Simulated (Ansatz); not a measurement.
**Property card for Cu₆Sn₅**

Theory: DFT PBEsol, scalar-relativistic, plane waves, PAW (Ansatz).

Cutoff 420 eV; k points 6×6×4 on the computed 22-atom cell (Γ-centred); Gaussian smearing, width 0.10 eV; no spin polarisation.

The structure is relaxed at this level of theory with its symmetry kept. Whether it is the stable form of this composition wasn't checked.

```
Cu Sn
1.0
     5.46379   -3.62213    0.01705
     5.46379    3.62213    0.01705
    -1.46299    0.00000    9.65375
Cu Sn
12 10
Direct
  0.62898 0.57388 0.20383
  0.42612 0.37102 0.29617
  0.37102 0.42612 0.79617
  0.57388 0.62898 0.70383
  0.80190 0.81139 0.60985
  0.18861 0.19810 0.89015
  0.19810 0.18861 0.39015
  0.81139 0.80190 0.10985
  0.00000 0.00000 0.00000
  0.00000 0.00000 0.50000
  0.83990 0.16010 0.25000
  0.16010 0.83990 0.75000
  0.22929 0.55436 0.52863
  0.44564 0.77071 0.97137
  0.77071 0.44564 0.47137
  0.55436 0.22929 0.02863
  0.63145 0.94137 0.35750
  0.05863 0.36855 0.14250
  0.36855 0.05863 0.64250
  0.94137 0.63145 0.85750
  0.20067 0.79933 0.25000
  0.79933 0.20067 0.75000
```

Question: Formation energy from the elements' standard states (uncorrected)?

Answer: -0.043 eV/atom.

Question: Density of states at the Fermi level?

Answer: 7.04 states/eV per cell.

Question: Löwdin character within 0.5 eV of the Fermi level?

Answer: Sn 5p 56 %, Cu 3d 16 %, Sn 5s 15 %, unprojected 7 %.

Cost: 1 run of about 34 core-minutes, on Intel Xeon Platinum 8259CL (Skylake/Cascade Lake) (shared hosts).